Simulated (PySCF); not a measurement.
Potential energy curve for H3N, SMILES N. The N1–H4 bond (N1 also carries H, H; H4 carries nothing else) is stretched with both fragments frozen at the PBE0/def2-TZVP optimised geometry.

Computed with: UHF/cc-pVDZ (PySCF); RHF/cc-pVDZ (PySCF); UKS-PBE0 = unrestricted PBE0/cc-pVDZ in PySCF; RKS-PBE0 = PySCF with restricted PBE0/cc-pVDZ; UKS-CAM-B3LYP = unrestricted CAM-B3LYP/cc-pVDZ (PySCF); RKS-CAM-B3LYP = restricted CAM-B3LYP/cc-pVDZ run with PySCF 2.14.0; UKS-wB97X-V = unrestricted wB97X-V/cc-pVDZ in PySCF; RKS-wB97X-V = PySCF with restricted wB97X-V/cc-pVDZ.

Scanned distances (Å): 0.77, 0.80, 0.85, 0.92, 0.94, 0.99, 1.01, 1.03, 1.07, 1.12, 1.19, 1.24, 1.37, 1.51, 1.67, 1.80, 2.04, 2.22, 2.48, 2.72, 3.06, 3.51.

Problem. Where does the unrestricted solution first break spin symmetry (<S²> of 0.01 or more)?

Solution. UHF: between 1.37 and 1.51 Å; UKS-PBE0: between 1.67 and 1.80 Å; UKS-CAM-B3LYP: between 1.67 and 1.80 Å; UKS-wB97X-V: between 1.67 and 1.80 Å.

```json
[
 {"R / Å": "0.77", "<S²> UHF": "0.00", "E(RHF) − E(UHF) / kcal/mol": "0.0", "<S²> UKS-PBE0": "0.00", "E(RKS-PBE0) − E(UKS-PBE0) / kcal/mol": "0.0", "<S²> UKS-CAM-B3LYP": "0.00", "E(RKS-CAM-B3LYP) − E(UKS-CAM-B3LYP) / kcal/mol": "0.0", "<S²> UKS-wB97X-V": "0.00", "E(RKS-wB97X-V) − E(UKS-wB97X-V) / kcal/mol": "0.0"},
 {"R / Å": "0.80", "<S²> UHF": "0.00", "E(RHF) − E(UHF) / kcal/mol": "0.0", "<S²> UKS-PBE0": "0.00", "E(RKS-PBE0) − E(UKS-PBE0) / kcal/mol": "0.0", "<S²> UKS-CAM-B3LYP": "0.00", "E(RKS-CAM-B3LYP) − E(UKS-CAM-B3LYP) / kcal/mol": "0.0", "<S²> UKS-wB97X-V": "0.00", "E(RKS-wB97X-V) − E(UKS-wB97X-V) / kcal/mol": "0.0"},
 {"R / Å": "0.85", "<S²> UHF": "0.00", "E(RHF) − E(UHF) / kcal/mol": "0.0", "<S²> UKS-PBE0": "0.00", "E(RKS-PBE0) − E(UKS-PBE0) / kcal/mol": "0.0", "<S²> UKS-CAM-B3LYP": "0.00", "E(RKS-CAM-B3LYP) − E(UKS-CAM-B3LYP) / kcal/mol": "0.0", "<S²> UKS-wB97X-V": "0.00", "E(RKS-wB97X-V) − E(UKS-wB97X-V) / kcal/mol": "0.0"},
 {"R / Å": "0.92", "<S²> UHF": "0.00", "E(RHF) − E(UHF) / kcal/mol": "0.0", "<S²> UKS-PBE0": "0.00", "E(RKS-PBE0) − E(UKS-PBE0) / kcal/mol": "0.0", "<S²> UKS-CAM-B3LYP": "0.00", "E(RKS-CAM-B3LYP) − E(UKS-CAM-B3LYP) / kcal/mol": "0.0", "<S²> UKS-wB97X-V": "0.00", "E(RKS-wB97X-V) − E(UKS-wB97X-V) / kcal/mol": "0.0"},
 {"R / Å": "0.94", "<S²> UHF": "0.00", "E(RHF) − E(UHF) / kcal/mol": "0.0", "<S²> UKS-PBE0": "0.00", "E(RKS-PBE0) − E(UKS-PBE0) / kcal/mol": "0.0", "<S²> UKS-CAM-B3LYP": "0.00", "E(RKS-CAM-B3LYP) − E(UKS-CAM-B3LYP) / kcal/mol": "0.0", "<S²> UKS-wB97X-V": "0.00", "E(RKS-wB97X-V) − E(UKS-wB97X-V) / kcal/mol": "0.0"},
 {"R / Å": "0.99", "<S²> UHF": "0.00", "E(RHF) − E(UHF) / kcal/mol": "0.0", "<S²> UKS-PBE0": "0.00", "E(RKS-PBE0) − E(UKS-PBE0) / kcal/mol": "0.0", "<S²> UKS-CAM-B3LYP": "0.00", "E(RKS-CAM-B3LYP) − E(UKS-CAM-B3LYP) / kcal/mol": "0.0", "<S²> UKS-wB97X-V": "0.00", "E(RKS-wB97X-V) − E(UKS-wB97X-V) / kcal/mol": "0.0"},
 {"R / Å": "1.01", "<S²> UHF": "0.00", "E(RHF) − E(UHF) / kcal/mol": "0.0", "<S²> UKS-PBE0": "0.00", "E(RKS-PBE0) − E(UKS-PBE0) / kcal/mol": "0.0", "<S²> UKS-CAM-B3LYP": "0.00", "E(RKS-CAM-B3LYP) − E(UKS-CAM-B3LYP) / kcal/mol": "0.0", "<S²> UKS-wB97X-V": "0.00", "E(RKS-wB97X-V) − E(UKS-wB97X-V) / kcal/mol": "0.0"},
 {"R / Å": "1.03", "<S²> UHF": "0.00", "E(RHF) − E(UHF) / kcal/mol": "0.0", "<S²> UKS-PBE0": "0.00", "E(RKS-PBE0) − E(UKS-PBE0) / kcal/mol": "0.0", "<S²> UKS-CAM-B3LYP": "0.00", "E(RKS-CAM-B3LYP) − E(UKS-CAM-B3LYP) / kcal/mol": "0.0", "<S²> UKS-wB97X-V": "0.00", "E(RKS-wB97X-V) − E(UKS-wB97X-V) / kcal/mol": "0.0"},
 {"R / Å": "1.07", "<S²> UHF": "0.00", "E(RHF) − E(UHF) / kcal/mol": "0.0", "<S²> UKS-PBE0": "0.00", "E(RKS-PBE0) − E(UKS-PBE0) / kcal/mol": "0.0", "<S²> UKS-CAM-B3LYP": "0.00", "E(RKS-CAM-B3LYP) − E(UKS-CAM-B3LYP) / kcal/mol": "0.0", "<S²> UKS-wB97X-V": "0.00", "E(RKS-wB97X-V) − E(UKS-wB97X-V) / kcal/mol": "0.0"},
 {"R / Å": "1.12", "<S²> UHF": "0.00", "E(RHF) − E(UHF) / kcal/mol": "0.0", "<S²> UKS-PBE0": "0.00", "E(RKS-PBE0) − E(UKS-PBE0) / kcal/mol": "0.0", "<S²> UKS-CAM-B3LYP": "0.00", "E(RKS-CAM-B3LYP) − E(UKS-CAM-B3LYP) / kcal/mol": "0.0", "<S²> UKS-wB97X-V": "0.00", "E(RKS-wB97X-V) − E(UKS-wB97X-V) / kcal/mol": "0.0"},
 {"R / Å": "1.19", "<S²> UHF": "0.00", "E(RHF) − E(UHF) / kcal/mol": "0.0", "<S²> UKS-PBE0": "0.00", "E(RKS-PBE0) − E(UKS-PBE0) / kcal/mol": "0.0", "<S²> UKS-CAM-B3LYP": "0.00", "E(RKS-CAM-B3LYP) − E(UKS-CAM-B3LYP) / kcal/mol": "0.0", "<S²> UKS-wB97X-V": "0.00", "E(RKS-wB97X-V) − E(UKS-wB97X-V) / kcal/mol": "0.0"},
 {"R / Å": "1.24", "<S²> UHF": "0.00", "E(RHF) − E(UHF) / kcal/mol": "0.0", "<S²> UKS-PBE0": "0.00", "E(RKS-PBE0) − E(UKS-PBE0) / kcal/mol": "0.0", "<S²> UKS-CAM-B3LYP": "0.00", "E(RKS-CAM-B3LYP) − E(UKS-CAM-B3LYP) / kcal/mol": "0.0", "<S²> UKS-wB97X-V": "0.00", "E(RKS-wB97X-V) − E(UKS-wB97X-V) / kcal/mol": "0.0"},
 {"R / Å": "1.37", "<S²> UHF": "0.00", "E(RHF) − E(UHF) / kcal/mol": "0.0", "<S²> UKS-PBE0": "0.00", "E(RKS-PBE0) − E(UKS-PBE0) / kcal/mol": "0.0", "<S²> UKS-CAM-B3LYP": "0.00", "E(RKS-CAM-B3LYP) − E(UKS-CAM-B3LYP) / kcal/mol": "0.0", "<S²> UKS-wB97X-V": "0.00", "E(RKS-wB97X-V) − E(UKS-wB97X-V) / kcal/mol": "0.0"},
 {"R / Å": "1.51", "<S²> UHF": "0.18", "E(RHF) − E(UHF) / kcal/mol": "0.8", "<S²> UKS-PBE0": "0.00", "E(RKS-PBE0) − E(UKS-PBE0) / kcal/mol": "0.0", "<S²> UKS-CAM-B3LYP": "0.00", "E(RKS-CAM-B3LYP) − E(UKS-CAM-B3LYP) / kcal/mol": "0.0", "<S²> UKS-wB97X-V": "0.00", "E(RKS-wB97X-V) − E(UKS-wB97X-V) / kcal/mol": "0.0"},
 {"R / Å": "1.67", "<S²> UHF": "0.57", "E(RHF) − E(UHF) / kcal/mol": "10.5", "<S²> UKS-PBE0": "0.00", "E(RKS-PBE0) − E(UKS-PBE0) / kcal/mol": "0.0", "<S²> UKS-CAM-B3LYP": "0.00", "E(RKS-CAM-B3LYP) − E(UKS-CAM-B3LYP) / kcal/mol": "0.0", "<S²> UKS-wB97X-V": "0.00", "E(RKS-wB97X-V) − E(UKS-wB97X-V) / kcal/mol": "0.0"},
 {"R / Å": "1.80", "<S²> UHF": "0.74", "E(RHF) − E(UHF) / kcal/mol": "22.5", "<S²> UKS-PBE0": "0.24", "E(RKS-PBE0) − E(UKS-PBE0) / kcal/mol": "0.8", "<S²> UKS-CAM-B3LYP": "0.26", "E(RKS-CAM-B3LYP) − E(UKS-CAM-B3LYP) / kcal/mol": "1.3", "<S²> UKS-wB97X-V": "0.19", "E(RKS-wB97X-V) − E(UKS-wB97X-V) / kcal/mol": "0.5"},
 {"R / Å": "2.04", "<S²> UHF": "0.89", "E(RHF) − E(UHF) / kcal/mol": "46.2", "<S²> UKS-PBE0": "0.67", "E(RKS-PBE0) − E(UKS-PBE0) / kcal/mol": "9.7", "<S²> UKS-CAM-B3LYP": "0.66", "E(RKS-CAM-B3LYP) − E(UKS-CAM-B3LYP) / kcal/mol": "10.8", "<S²> UKS-wB97X-V": "0.67", "E(RKS-wB97X-V) − E(UKS-wB97X-V) / kcal/mol": "10.5"},
 {"R / Å": "2.22", "<S²> UHF": "0.95", "E(RHF) − E(UHF) / kcal/mol": "62.7", "<S²> UKS-PBE0": "0.82", "E(RKS-PBE0) − E(UKS-PBE0) / kcal/mol": "18.7", "<S²> UKS-CAM-B3LYP": "0.81", "E(RKS-CAM-B3LYP) − E(UKS-CAM-B3LYP) / kcal/mol": "20.3", "<S²> UKS-wB97X-V": "0.83", "E(RKS-wB97X-V) − E(UKS-wB97X-V) / kcal/mol": "21.1"},
 {"R / Å": "2.48", "<S²> UHF": "0.98", "E(RHF) − E(UHF) / kcal/mol": "83.2", "<S²> UKS-PBE0": "0.93", "E(RKS-PBE0) − E(UKS-PBE0) / kcal/mol": "31.0", "<S²> UKS-CAM-B3LYP": "0.92", "E(RKS-CAM-B3LYP) − E(UKS-CAM-B3LYP) / kcal/mol": "33.7", "<S²> UKS-wB97X-V": "0.93", "E(RKS-wB97X-V) − E(UKS-wB97X-V) / kcal/mol": "36.5"},
 {"R / Å": "2.72", "<S²> UHF": "0.99", "E(RHF) − E(UHF) / kcal/mol": "98.8", "<S²> UKS-PBE0": "0.97", "E(RKS-PBE0) − E(UKS-PBE0) / kcal/mol": "40.6", "<S²> UKS-CAM-B3LYP": "0.96", "E(RKS-CAM-B3LYP) − E(UKS-CAM-B3LYP) / kcal/mol": "44.4", "<S²> UKS-wB97X-V": "0.97", "E(RKS-wB97X-V) − E(UKS-wB97X-V) / kcal/mol": "48.9"},
 {"R / Å": "3.06", "<S²> UHF": "1.00", "E(RHF) − E(UHF) / kcal/mol": "116.2", "<S²> UKS-PBE0": "0.99", "E(RKS-PBE0) − E(UKS-PBE0) / kcal/mol": "50.9", "<S²> UKS-CAM-B3LYP": "0.99", "E(RKS-CAM-B3LYP) − E(UKS-CAM-B3LYP) / kcal/mol": "56.7", "<S²> UKS-wB97X-V": "0.99", "E(RKS-wB97X-V) − E(UKS-wB97X-V) / kcal/mol": "63.4"},
 {"R / Å": "3.51", "<S²> UHF": "1.01", "E(RHF) − E(UHF) / kcal/mol": "132.8", "<S²> UKS-PBE0": "1.00", "E(RKS-PBE0) − E(UKS-PBE0) / kcal/mol": "59.9", "<S²> UKS-CAM-B3LYP": "1.00", "E(RKS-CAM-B3LYP) − E(UKS-CAM-B3LYP) / kcal/mol": "68.3", "<S²> UKS-wB97X-V": "1.00", "E(RKS-wB97X-V) − E(UKS-wB97X-V) / kcal/mol": "77.6"}
]
```
